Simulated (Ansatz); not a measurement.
# H₃S+ (singlet): wave-function methods side by side, 6-31G

Aim: climb from Hartree-Fock through coupled cluster and multireference methods for H₃S+ (singlet) at one geometry and basis, and see what each rung misses.

Program: Ansatz 0.2.0, Gaussian basis. Level of theory: 6-31G, core rule «outside noble gas», up to 5 orbitals frozen. These are calculated values, not measurements.

Plan: UHF; CCSD(T) on RHF; BCCD(T) on RHF; CISD; CCSDT(Q) on RHF; CISDTQ; CCSDTQ on RHF; CASSCF and MRCISD+Q, 8 electrons in 7 orbitals; CASSCF and MRCISD+Q(relaxed), 8 electrons in 7 orbitals; CASSCF and NEVPT2, 8 electrons in 7 orbitals; Full CI.

16 further runs of the same task are left out: 7 that didn't finish, 9 set aside as unsound or not needed. Runs told in other sessions of the task aren't counted.

### Step 1. The system

The geometry is a PBE0/def2-TZVP stationary point (not a proven minimum) of the parent state, kept for this charge and spin.

4 atoms, charge 1, spin multiplicity 1.

Atoms are counted from 1 here; the program's logs count them from 0.

Bond lengths: S1–H2 1.357 Å, S1–H3 1.520 Å, S1–H4 1.520 Å. Angles: H2–S1–H3 89.9°, H2–S1–H4 89.9°, H3–S1–H4 179.9°.

In the tables R marks a restricted determinant and U an unrestricted one; 'valence' is the active space of 8 electrons in 7 orbitals; energies count from the table's Hartree-Fock row.

### Step 2. UHF

The input, in.yaml:

```yaml
crystal:
  periodic: [false, false, false]
  atoms:
    - {symbol: S, position_ang: [0.000000, -0.039104, 0.000000]}
    - {symbol: H, position_ang: [0.000000, 1.318376, 0.000000]}
    - {symbol: H, position_ang: [0.000000, -0.037193, 1.520127]}
    - {symbol: H, position_ang: [0.000000, -0.037193, -1.520127]}
basis:
  gaussian: {orbitals: 6-31G}
total_charge: 1
magnetization: {spin_polarized: true, initial_magnetization: 0}
hamiltonian: {xc: hf}
output: {orbitals: {seedname: orbitals}}
```

The run is started by

```console
$ ansatz run in.yaml --threads 1 --pin off --events-out ev --progress --plain --max-ram 2393MiB
```

Log:

```text
Functional definition: HF
  name "HF"
  cite "Fock, Z. Phys. 61, 126 (1930) doi:10.1007/BF01340294"
  parent pbe
  exchange = exact_x
  correlation = 0
236 factors; integrals over basis functions are off by at most 3.1e-4 eV
mean field evaluation 1: about -10849.9720 eV, gradient 1.2e1 eV
mean field evaluation 2: about -10849.9734 eV, gradient 1.2e1 eV
mean field evaluation 4: about -10851.0754 eV, gradient 5.5e-1 eV
mean field evaluation 8: about -10851.0818 eV, gradient 1.3e-5 eV
mean field -10851.08181377 eV, -398.7699015285 hartree, gradient 6.0e-5 eV, S^2 0.000000; 0 other end points of the search recorded, 0 dependent functions left out
reference -10851.08181377 eV, -398.7699015285 hartree; 9, 9 occupied and 10, 10 virtual orbitals, 236 factors
Total energy: -10851.08181377 eV, -398.7699015285 hartree
```

It took 0.09 s on 1 thread of Arm Neoverse V1, shared host.

From the report: ⟨S²⟩ of the determinant 0.000 (pure singlet: 0.00).

The unrestricted search falls back on the restricted solution.

### Step 3. CCSD(T) on RHF

Changes to in.yaml since step 2:

```diff
@@ -10,4 +10,4 @@
 total_charge: 1
-magnetization: {spin_polarized: true, initial_magnetization: 0}
-hamiltonian: {xc: hf}
-output: {orbitals: {seedname: orbitals}}
+magnetization: {spin_polarized: false}
+correlation: {method: ccsd_t, electrons: outside_noble_gas}
+output: {forces: true}
```

Same command.

Log, cut to the lines that bear on the results:

```text
Functional definition: HF
  name "HF"
  cite "Fock, Z. Phys. 61, 126 (1930) doi:10.1007/BF01340294"
  parent pbe
[...]
236 factors; integrals over basis functions are off by at most 3.1e-4 eV
[...]
mean field -10851.08181377 eV, -398.7699015285 hartree, gradient 1.1e-6 eV, S^2 0.000000; 1 other end points of the search recorded, 0 dependent functions left out
5 core orbitals not correlated: weight in the atoms' cores, before any rotation towards them, 1.000 or more for the frozen orbitals, at most 0.000 for the correlated occupied ones
reference -10851.08181377 eV, -398.7699015285 hartree; 4, 4 occupied and 10, 10 virtual orbitals, 236 factors
second order -1.85445836 eV of doubles, -0.00000000 eV of singles
cycle   1  -2.19632854 eV  change   -3.4e-1 eV  update   5.6e-2
[...]
cycle   9  -2.40435485 eV  change    2.1e-6 eV  update   1.0e-6
perturbative correction -0.02638261 eV, -0.0009695431 hartree
[...]
Total energy: -10853.51255122 eV, -398.8592294825 hartree
Atom 0 at     0.000000    -0.039104     0.000000 Å, force     0.000000     2.390943    -0.000000 eV/Å
Atom 1 at     0.000000     1.318376     0.000000 Å, force    -0.000000     0.597821    -0.000000 eV/Å
Atom 2 at     0.000000    -0.037193     1.520127 Å, force     0.000000    -1.494382    -1.891756 eV/Å
Atom 3 at     0.000000    -0.037193    -1.520127 Å, force    -0.000000    -1.494382     1.891756 eV/Å
Dipole moment:    -0.000000     0.192582     0.000000 e Å
```

Wall time 0.21 s (1 thread of Arm Neoverse V1, shared host).

From the report: correlation -2.4307 eV; T1 0.012; largest double amplitude 0.12.

### Step 4. BCCD(T) on RHF

Changes to in.yaml since step 3:

```diff
@@ -11,3 +11,2 @@
 magnetization: {spin_polarized: false}
-correlation: {method: ccsd_t, electrons: outside_noble_gas}
-output: {forces: true}
+correlation: {method: bccd_t, electrons: outside_noble_gas}
```

Same command.

Log, cut to the lines that bear on the results:

```text
Functional definition: HF
  name "HF"
  cite "Fock, Z. Phys. 61, 126 (1930) doi:10.1007/BF01340294"
  parent pbe
[...]
236 factors; integrals over basis functions are off by at most 3.1e-4 eV
[...]
mean field -10851.08181377 eV, -398.7699015285 hartree, gradient 1.1e-6 eV, S^2 0.000000; 1 other end points of the search recorded, 0 dependent functions left out
5 core orbitals not correlated: weight in the atoms' cores, before any rotation towards them, 1.000 or more for the frozen orbitals, at most 0.000 for the correlated occupied ones
reference -10851.08181377 eV, -398.7699015285 hartree; 4, 4 occupied and 10, 10 virtual orbitals, 236 factors
second order -1.85445836 eV of doubles, -0.00000000 eV of singles
cycle   1  -2.20175346 eV  change   -3.5e-1 eV  update   5.6e-2
[...]
cycle   8  -2.40160834 eV  change   -8.7e-6 eV  update   7.0e-6
perturbative correction -0.02895592 eV, -0.0010641106 hartree
Total energy: -10853.51237803 eV, -398.8592231178 hartree
```

It took 0.21 s on 1 thread of Arm Neoverse V1, shared host.

From the report: correlation -2.4306 eV; largest double amplitude 0.12.

### Step 5. CISD

Changes to in.yaml since step 4:

```diff
@@ -10,3 +10,2 @@
 total_charge: 1
-magnetization: {spin_polarized: false}
-correlation: {method: bccd_t, electrons: outside_noble_gas}
+correlation: {active_space: {ras: {orbitals: [4, 0, 10], electrons: 8, max_holes: 2, max_particles: 2}, fixed_orbitals: true}}
```

Same command.

Log:

```text
Functional definition: HF
  name "HF"
  cite "Fock, Z. Phys. 61, 126 (1930) doi:10.1007/BF01340294"
  parent pbe
  exchange = exact_x
  correlation = 0
236 factors; integrals over basis functions are off by at most 3.1e-4 eV
mean field evaluation 1: about -10849.9720 eV, gradient 1.7e1 eV
mean field evaluation 2: about -10849.9734 eV, gradient 1.7e1 eV
mean field evaluation 4: about -10851.0754 eV, gradient 7.8e-1 eV
mean field evaluation 8: about -10851.0818 eV, gradient 1.6e-5 eV
mean field -10851.08181377 eV, -398.7699015285 hartree, gradient 1.1e-6 eV, S^2 0.000000; 0 other end points of the search recorded, 0 dependent functions left out
reference -10851.08181377 eV, -398.7699015285 hartree; 9, 9 occupied and 10, 10 virtual orbitals, 236 factors
state -10853.39452507 eV, -398.8548921012 hartree
Total energy: -10853.39452507 eV, -398.8548921012 hartree
```

Wall time 0.15 s (1 thread of Arm Neoverse V1, shared host).

From the report: 651 determinants.

### Step 6. CCSDT(Q) on RHF

Changes to in.yaml since step 5:

```diff
@@ -10,2 +10,3 @@
 total_charge: 1
-correlation: {active_space: {ras: {orbitals: [4, 0, 10], electrons: 8, max_holes: 2, max_particles: 2}, fixed_orbitals: true}}
+magnetization: {spin_polarized: false}
+correlation: {method: ccsdt_q, electrons: outside_noble_gas}
```

Launched as before.

Log, cut to the lines that bear on the results:

```text
Functional definition: HF
  name "HF"
  cite "Fock, Z. Phys. 61, 126 (1930) doi:10.1007/BF01340294"
  parent pbe
[...]
388 factors; integrals over basis functions are off by at most 6.7e-8 eV
[...]
mean field -10851.08191967 eV, -398.7699054205 hartree, gradient 1.7e-6 eV, S^2 0.000000; 1 other end points of the search recorded, 0 dependent functions left out
5 core orbitals not correlated: weight in the atoms' cores, before any rotation towards them, 1.000 or more for the frozen orbitals, at most 0.000 for the correlated occupied ones
reference -10851.08191967 eV, -398.7699054205 hartree; 4, 4 occupied and 10, 10 virtual orbitals, 388 factors
second order -1.85452973 eV of doubles, -0.00000000 eV of singles
cycle   1  -2.19636354 eV  change   -3.4e-1 eV  update   5.7e-2
[...]
cycle  11  -2.43801113 eV  change   -1.5e-7 eV  update   5.3e-7
perturbative correction -0.00148802 eV, -0.0000546837 hartree
Total energy: -10853.52141882 eV, -398.8595553607 hartree
```

Run time: 0.45 s. Hardware: 1 thread of Arm Neoverse V1, shared host.

From the report: correlation -2.4395 eV; T1 0.012; largest double amplitude 0.12.

### Step 7. CISDTQ

Changes to in.yaml since step 6:

```diff
@@ -10,3 +10,2 @@
 total_charge: 1
-magnetization: {spin_polarized: false}
-correlation: {method: ccsdt_q, electrons: outside_noble_gas}
+correlation: {active_space: {ras: {orbitals: [4, 0, 10], electrons: 8, max_holes: 4, max_particles: 4}, fixed_orbitals: true}}
```

The command is unchanged.

Log:

```text
Functional definition: HF
  name "HF"
  cite "Fock, Z. Phys. 61, 126 (1930) doi:10.1007/BF01340294"
  parent pbe
  exchange = exact_x
  correlation = 0
236 factors; integrals over basis functions are off by at most 3.1e-4 eV
mean field evaluation 1: about -10849.9720 eV, gradient 1.7e1 eV
mean field evaluation 2: about -10849.9734 eV, gradient 1.7e1 eV
mean field evaluation 4: about -10851.0754 eV, gradient 7.8e-1 eV
mean field evaluation 8: about -10851.0818 eV, gradient 1.6e-5 eV
mean field -10851.08181377 eV, -398.7699015285 hartree, gradient 1.1e-6 eV, S^2 0.000000; 0 other end points of the search recorded, 0 dependent functions left out
reference -10851.08181377 eV, -398.7699015285 hartree; 9, 9 occupied and 10, 10 virtual orbitals, 236 factors
state -10853.51856504 eV, -398.8594504863 hartree
Total energy: -10853.51856504 eV, -398.8594504863 hartree
```

Run time: 0.75 s. Hardware: 1 thread of Arm Neoverse V1, shared host.

From the report: 33,473 determinants.

### Step 8. CCSDTQ on RHF

Changes to in.yaml since step 7:

```diff
@@ -10,2 +10,3 @@
 total_charge: 1
-correlation: {active_space: {ras: {orbitals: [4, 0, 10], electrons: 8, max_holes: 4, max_particles: 4}, fixed_orbitals: true}}
+magnetization: {spin_polarized: false}
+correlation: {method: ccsdtq, electrons: outside_noble_gas}
```

Launched as before.

Log, cut to the lines that bear on the results:

```text
Functional definition: HF
  name "HF"
  cite "Fock, Z. Phys. 61, 126 (1930) doi:10.1007/BF01340294"
  parent pbe
[...]
388 factors; integrals over basis functions are off by at most 6.7e-8 eV
[...]
mean field -10851.08191967 eV, -398.7699054205 hartree, gradient 1.7e-6 eV, S^2 0.000000; 1 other end points of the search recorded, 0 dependent functions left out
5 core orbitals not correlated: weight in the atoms' cores, before any rotation towards them, 1.000 or more for the frozen orbitals, at most 0.000 for the correlated occupied ones
reference -10851.08191967 eV, -398.7699054205 hartree; 4, 4 occupied and 10, 10 virtual orbitals, 388 factors
second order -1.85452973 eV of doubles, -0.00000000 eV of singles
cycle   1  -2.19636327 eV  change   -3.4e-1 eV  update   5.7e-2
[...]
cycle  11  -2.43964421 eV  change   -2.2e-7 eV  update   7.9e-7
Total energy: -10853.52156389 eV, -398.8595606917 hartree
```

Wall time 1.6 s (1 thread of Arm Neoverse V1, shared host).

From the report: correlation -2.4396 eV; T1 0.012; largest double amplitude 0.12.

### Step 9. CASSCF and MRCISD+Q, 8 electrons in 7 orbitals

Changes to in.yaml since step 8:

```diff
@@ -10,3 +10,2 @@
 total_charge: 1
-magnetization: {spin_polarized: false}
-correlation: {method: ccsdtq, electrons: outside_noble_gas}
+correlation: {method: fic_mrcisd_q, electrons: outside_noble_gas, active_space: {window: {electrons: 8, orbitals: 7}, shells: [{species: H, l: s, shell: 1}, {species: S, l: s, shell: 3}, {species: S, l: p, shell: 3}]}}
```

Launched as before.

Log, cut to the lines that bear on the results:

```text
Functional definition: HF
  name "HF"
  cite "Fock, Z. Phys. 61, 126 (1930) doi:10.1007/BF01340294"
  parent pbe
[...]
388 factors; integrals over basis functions are off by at most 6.7e-8 eV
[...]
mean field -10851.08191967 eV, -398.7699054205 hartree, gradient 1.7e-6 eV, S^2 0.000000; 0 other end points of the search recorded, 0 dependent functions left out
reference -10851.08191967 eV, -398.7699054205 hartree; 9, 9 occupied and 10, 10 virtual orbitals, 388 factors
state -10852.79407706 eV, -398.8328260438 hartree
contracted CI cycle   1: correlation 0.00000000 eV, 0.0000000000 hartree, residual 5.97e0 eV
contracted CI cycle   2: correlation -0.68237550 eV, -0.0250768372 hartree, residual 1.22e0 eV
contracted CI cycle   3: correlation -0.70932305 eV, -0.0260671414 hartree, residual 2.30e-1 eV
contracted CI cycle   4: correlation -0.71035259 eV, -0.0261049762 hartree, residual 5.35e-2 eV
contracted CI cycle   5: correlation -0.71039871 eV, -0.0261066711 hartree, residual 1.14e-2 eV
contracted CI cycle   6: correlation -0.71040093 eV, -0.0261067528 hartree, residual 2.47e-3 eV
contracted CI cycle   7: correlation -0.71040103 eV, -0.0261067565 hartree, residual 5.02e-4 eV
state -10852.79407706 eV, -398.8328260438 hartree; corrected -10853.51537117 eV, -398.8593331136 hartree
Total energy: -10853.51537117 eV, -398.8593331136 hartree
Checks for a lower state left out: starts, orbital_swaps
```

It took 0.81 s on 1 thread of Arm Neoverse V1, shared host.

From the report: 321 determinants; active occupations 2.00, 1.99, 1.96, 1.95, 0.06, 0.03, 0.02.

### Step 10. CASSCF and MRCISD+Q(relaxed), 8 electrons in 7 orbitals

The input, in.yaml:

```yaml
crystal:
  periodic: [false, false, false]
  atoms:
    - {symbol: S, position_ang: [0.000000, -0.039104, 0.000000]}
    - {symbol: H, position_ang: [0.000000, 1.318376, 0.000000]}
    - {symbol: H, position_ang: [0.000000, -0.037193, 1.520127]}
    - {symbol: H, position_ang: [0.000000, -0.037193, -1.520127]}
basis:
  gaussian: {orbitals: 6-31G}
total_charge: 1
correlation: {method: fic_mrcisd_q_relaxed, electrons: outside_noble_gas, active_space: {window: {electrons: 8, orbitals: 7}, shells: [{species: H, l: s, shell: 1}, {species: S, l: s, shell: 3}, {species: S, l: p, shell: 3}]}}
```

The command is unchanged.

Log, cut to the lines that bear on the results:

```text
Functional definition: HF
  name "HF"
  cite "Fock, Z. Phys. 61, 126 (1930) doi:10.1007/BF01340294"
  parent pbe
[...]
388 factors; integrals over basis functions are off by at most 6.7e-8 eV
[...]
mean field -10851.08191967 eV, -398.7699054205 hartree, gradient 1.7e-6 eV, S^2 0.000000; 0 other end points of the search recorded, 0 dependent functions left out
reference -10851.08191967 eV, -398.7699054205 hartree; 9, 9 occupied and 10, 10 virtual orbitals, 388 factors
state -10852.79407706 eV, -398.8328260438 hartree
contracted CI cycle   1: correlation 0.00000000 eV, 0.0000000000 hartree, residual 5.97e0 eV
contracted CI cycle   2: correlation -0.68237550 eV, -0.0250768372 hartree, residual 1.32e0 eV
contracted CI cycle   3: correlation -0.71112899 eV, -0.0261335082 hartree, residual 4.58e-1 eV
contracted CI cycle   4: correlation -0.71508052 eV, -0.0262787244 hartree, residual 1.59e-1 eV
contracted CI cycle   5: correlation -0.71549784 eV, -0.0262940607 hartree, residual 6.52e-2 eV
contracted CI cycle   6: correlation -0.71559044 eV, -0.0262974636 hartree, residual 2.43e-2 eV
contracted CI cycle   7: correlation -0.71560383 eV, -0.0262979556 hartree, residual 1.10e-2 eV
contracted CI cycle   8: correlation -0.71560672 eV, -0.0262980620 hartree, residual 4.86e-3 eV
contracted CI cycle   9: correlation -0.71560714 eV, -0.0262980772 hartree, residual 1.64e-3 eV
contracted CI cycle  10: correlation -0.71560719 eV, -0.0262980791 hartree, residual 5.37e-4 eV
state -10852.79407706 eV, -398.8328260438 hartree; corrected -10853.52081728 eV, -398.8595332545 hartree
Total energy: -10853.52081728 eV, -398.8595332545 hartree
Checks for a lower state left out: starts, orbital_swaps
```

Wall time 0.99 s (1 thread of Arm Neoverse V1, shared host).

From the report: 321 determinants; active occupations 2.00, 1.99, 1.96, 1.95, 0.06, 0.03, 0.02.

### Step 11. CASSCF and NEVPT2, 8 electrons in 7 orbitals

The input, in.yaml:

```yaml
crystal:
  periodic: [false, false, false]
  atoms:
    - {symbol: S, position_ang: [0.000000, -0.039104, 0.000000]}
    - {symbol: H, position_ang: [0.000000, 1.318376, 0.000000]}
    - {symbol: H, position_ang: [0.000000, -0.037193, 1.520127]}
    - {symbol: H, position_ang: [0.000000, -0.037193, -1.520127]}
basis:
  gaussian: {orbitals: 6-31G}
total_charge: 1
correlation: {method: sc_nevpt2, electrons: outside_noble_gas, active_space: {window: {electrons: 8, orbitals: 7}, shells: [{species: H, l: s, shell: 1}, {species: S, l: s, shell: 3}, {species: S, l: p, shell: 3}]}}
```

Launched as before.

Log:

```text
Functional definition: HF
  name "HF"
  cite "Fock, Z. Phys. 61, 126 (1930) doi:10.1007/BF01340294"
  parent pbe
  exchange = exact_x
  correlation = 0
388 factors; integrals over basis functions are off by at most 6.7e-8 eV
mean field evaluation 1: about -10849.9724 eV, gradient 1.7e1 eV
mean field evaluation 2: about -10849.9732 eV, gradient 1.7e1 eV
mean field evaluation 4: about -10851.0755 eV, gradient 7.8e-1 eV
mean field evaluation 8: about -10851.0819 eV, gradient 2.8e-6 eV
mean field -10851.08191967 eV, -398.7699054205 hartree, gradient 1.7e-6 eV, S^2 0.000000; 0 other end points of the search recorded, 0 dependent functions left out
reference -10851.08191967 eV, -398.7699054205 hartree; 9, 9 occupied and 10, 10 virtual orbitals, 388 factors
state -10852.79407706 eV, -398.8328260438 hartree
state -10852.79407706 eV, -398.8328260438 hartree; corrected -10853.35483953 eV, -398.8534336844 hartree
Total energy: -10853.35483953 eV, -398.8534336844 hartree
Checks for a lower state left out: starts, orbital_swaps
```

It took 0.39 s on 1 thread of Arm Neoverse V1, shared host.

From the report: 321 determinants; active occupations 2.00, 1.99, 1.96, 1.95, 0.06, 0.03, 0.02.

### Step 12. Full CI

Changes to in.yaml since step 11:

```diff
@@ -10,2 +10,3 @@
 total_charge: 1
-correlation: {method: sc_nevpt2, electrons: outside_noble_gas, active_space: {window: {electrons: 8, orbitals: 7}, shells: [{species: H, l: s, shell: 1}, {species: S, l: s, shell: 3}, {species: S, l: p, shell: 3}]}}
+correlation: {method: fci, electrons: outside_noble_gas}
+output: {forces: true}
```

Same command.

Log, cut to the lines that bear on the results:

```text
Functional definition: HF
  name "HF"
  cite "Fock, Z. Phys. 61, 126 (1930) doi:10.1007/BF01340294"
  parent pbe
[...]
388 factors; integrals over basis functions are off by at most 6.7e-8 eV
[...]
mean field -10851.08191967 eV, -398.7699054205 hartree, gradient 1.7e-6 eV, S^2 0.000000; 0 other end points of the search recorded, 0 dependent functions left out
5 core orbitals not correlated: weight in the atoms' cores, before any rotation towards them, 1.000 or more for the frozen orbitals, at most 0.000 for the correlated occupied ones
reference -10851.08191967 eV, -398.7699054205 hartree; 4, 4 occupied and 10, 10 virtual orbitals, 388 factors
state -10853.52161163 eV, -398.8595624463 hartree
[...]
Total energy: -10853.52161163 eV, -398.8595624463 hartree
Atom 0 at     0.000000    -0.039104     0.000000 Å, force     0.000000     2.389363     0.000000 eV/Å
Atom 1 at     0.000000     1.318376     0.000000 Å, force     0.000000     0.602395     0.000000 eV/Å
Atom 2 at     0.000000    -0.037193     1.520127 Å, force    -0.000000    -1.495879    -1.883519 eV/Å
Atom 3 at     0.000000    -0.037193    -1.520127 Å, force    -0.000000    -1.495879     1.883519 eV/Å
Dipole moment:    -0.000000     0.192218    -0.000000 e Å
```

It took 1.8 s on 1 thread of Arm Neoverse V1, shared host.

From the report: 254,561 determinants, symmetry A1.

### Step 13. How many determinants matter

Natural occupations of the FCI state about the gap (report; correlated orbitals 1 to 10): 1.984, 1.982, 1.954, 1.944, 0.062, 0.030, 0.022, 0.011, 0.004, 0.003. The count of effectively unpaired electrons, Σ n²(2 − n)², is 0.04; a single determinant of this spin has 0.

### Step 14. All levels against the top one

The yardstick is full CI for this spin, exact in this basis with these frozen cores. Rows without a time are mean-field rows or come out of runs for another level: lower rungs of the coupled-cluster runs, CASSCF and MRCISD of the multireference runs, or the Hartree-Fock search. The times of RCCSD(T), FCI include forces.

Differences are taken before rounding.

```tsv
method	energy from the lowest RHF (kJ/mol)	from FCI (kJ/mol)	time
RHF	0.0	+235.4	
RMP2	-178.9	+56.5	
CISD	-223.1	+12.3	0.15 s
RCCSD	-232.0	+3.4	
RCCSD(T)	-234.5	+0.9	0.21 s
BCCD(T)	-234.5	+0.9	0.21 s
RCCSDT	-235.2	+0.2	
CISDTQ	-235.1	+0.3	0.75 s
RCCSDT(Q)	-235.4	0.0	0.45 s
RCCSDTQ	-235.4	0.0	1.6 s
CASSCF valence	-165.2	+70.2	
NEVPT2 valence	-219.3	+16.1	0.39 s
MRCISD valence	-233.8	+1.7	
MRCISD+Q valence	-234.8	+0.6	0.81 s
MRCISD+Q(relaxed) valence	-235.3	+0.1	0.99 s
FCI	-235.4	0	1.8 s
```

Among the levels timed on like hardware and quicker than the yardstick, those that no quicker one beats, quickest first: CISD (0.15 s, +12.3 kJ/mol); RCCSD(T) (0.21 s, +0.9 kJ/mol); RCCSDT(Q) (0.45 s, 0.0 kJ/mol); RCCSDTQ (1.6 s, 0.0 kJ/mol). Runs this short are mostly start-up, so their order is noise.

### Step 15. Results

| quantity | value |
| --- | --- |
| FCI from the RHF energy | -2.4398 eV |
| RMP2 from FCI | +56.5 kJ/mol |
| RCCSD from FCI | +3.4 kJ/mol |
| RCCSD(T) from FCI | +0.9 kJ/mol |
| RCCSDT(Q) from FCI | 0.0 kJ/mol |
| NEVPT2 valence from FCI | +16.1 kJ/mol |
| MRCISD+Q valence from FCI | +0.6 kJ/mol |
| MRCISD+Q(relaxed) valence from FCI | +0.1 kJ/mol |
| levels within 1 kcal/mol (43 meV) | RCCSD, RCCSD(T), BCCD(T), RCCSDT, CISDTQ, RCCSDT(Q), RCCSDTQ, MRCISD valence, MRCISD+Q valence, MRCISD+Q(relaxed) valence |
| T1 diagnostic | 0.012 |
| effectively unpaired electrons | 0.04 |

In words: RCCSD(T) misses by +0.9 kJ/mol, 0.4 % of the correlation energy. One determinant dominates. Of the multireference levels listed MRCISD+Q(relaxed) valence comes nearest in total energy (+0.1 kJ/mol), which doesn't show that its space is the better one. These misses are within one basis, not against nature.
